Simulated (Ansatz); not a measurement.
Geometry optimisation, Ansatz 0.2.0, UKS PBE0-D4/def2-SVP.

Input file:

```yaml
crystal:
  periodic: [false, false, false]
  atoms:
    - { symbol: "N", position_ang: [0.6663, -1.6821, -0.4477] }
    - { symbol: C, position_ang: [0.2334, -0.603, 0.2061] }
    - { symbol: S, position_ang: [1.0297, -0.195, 1.6722] }
    - { symbol: C, position_ang: [-0.7885, 0.3309, -0.2808] }
    - { symbol: O, position_ang: [-0.3082, 1.462, -0.9197] }
    - { symbol: H, position_ang: [1.385, -2.0573, 0.067] }
    - { symbol: H, position_ang: [0.6461, 1.0694, 1.776] }
    - { symbol: H, position_ang: [-0.698, -0.96298, -0.23094] }
    - { symbol: H, position_ang: [-1.4793, 0.6608, 0.6057] }
    - { symbol: H, position_ang: [0.1596, 1.1494, -1.6723] }
magnetization:
  spin_polarized: true
basis:
  gaussian: { orbitals: def2-SVP }
hamiltonian:
  xc: pbe0
  dispersion: d4
relax:
  f_tol: 0.02
  max_steps: 50
output:
  orbitals: {}
```

Launched with:

```bash
$ ansatz run input.yaml --threads 2 --pin off --max-ram 3072MiB --backend cpu --events-out ev --progress --plain --runs-dir out
```

Task: Where does it end, and by what steps?

Result: The run converged. After 21 steps the energy has fallen by 5.565 eV; H8 moved furthest, 1.17 Å. Parted: C2–H8 (1.09 → 2.12 Å).

```json
{"step": "0", "energy less start (eV)": "0.0000", "largest force component (eV/Å)": "7.510", "accepted": "yes"}
{"step": "1", "energy less start (eV)": "-1.9500", "largest force component (eV/Å)": "4.975", "accepted": "yes"}
{"step": "2", "energy less start (eV)": "-3.5115", "largest force component (eV/Å)": "3.409", "accepted": "yes"}
{"step": "3", "energy less start (eV)": "-4.5659", "largest force component (eV/Å)": "2.200", "accepted": "yes"}
{"step": "4", "energy less start (eV)": "-5.0828", "largest force component (eV/Å)": "1.208", "accepted": "yes"}
{"step": "5", "energy less start (eV)": "-5.3215", "largest force component (eV/Å)": "0.695", "accepted": "yes"}
{"step": "6", "energy less start (eV)": "-5.3717", "largest force component (eV/Å)": "0.799", "accepted": "yes"}
{"step": "7", "energy less start (eV)": "-5.4028", "largest force component (eV/Å)": "0.374", "accepted": "yes"}
{"step": "8", "energy less start (eV)": "-5.4139", "largest force component (eV/Å)": "0.189", "accepted": "yes"}
{"step": "9", "energy less start (eV)": "-5.4375", "largest force component (eV/Å)": "0.241", "accepted": "yes"}
{"step": "10", "energy less start (eV)": "-5.4675", "largest force component (eV/Å)": "0.450", "accepted": "yes"}
{"step": "11", "energy less start (eV)": "-5.4865", "largest force component (eV/Å)": "0.650", "accepted": "yes"}
{"step": "12", "energy less start (eV)": "-5.5158", "largest force component (eV/Å)": "0.647", "accepted": "yes"}
{"step": "13", "energy less start (eV)": "-5.5431", "largest force component (eV/Å)": "0.241", "accepted": "yes"}
{"step": "14", "energy less start (eV)": "-5.3905", "largest force component (eV/Å)": "1.253", "accepted": "no"}
{"step": "15", "energy less start (eV)": "-5.5600", "largest force component (eV/Å)": "0.214", "accepted": "yes"}
{"step": "16", "energy less start (eV)": "-5.5479", "largest force component (eV/Å)": "0.489", "accepted": "no"}
{"step": "17", "energy less start (eV)": "-5.5639", "largest force component (eV/Å)": "0.037", "accepted": "yes"}
{"step": "18", "energy less start (eV)": "-5.5644", "largest force component (eV/Å)": "0.043", "accepted": "yes"}
{"step": "19", "energy less start (eV)": "-5.5645", "largest force component (eV/Å)": "0.069", "accepted": "yes"}
{"step": "20", "energy less start (eV)": "-5.5647", "largest force component (eV/Å)": "0.026", "accepted": "yes"}
{"step": "21", "energy less start (eV)": "-5.5648", "largest force component (eV/Å)": "0.020", "accepted": "yes"}
```

```xyz
10
Properties=species:S:1:pos:R:3
N 0.542 -1.923 -0.072
C 0.417 -0.714 0.284
S 1.466 0.127 1.447
C -0.752 0.093 -0.253
O -0.504 1.462 -0.403
H 1.327 -2.386 0.394
H 0.891 1.336 1.241
H -1.068 -0.400 -1.189
H -1.581 -0.002 0.467
H 0.109 1.579 -1.138
```

The run took 47 s on 2 threads of INTEL(R) XEON(R) PLATINUM 8581C CPU @ 2.30GHz (Emerald Rapids), on a shared host, peak memory 0.31 GiB.
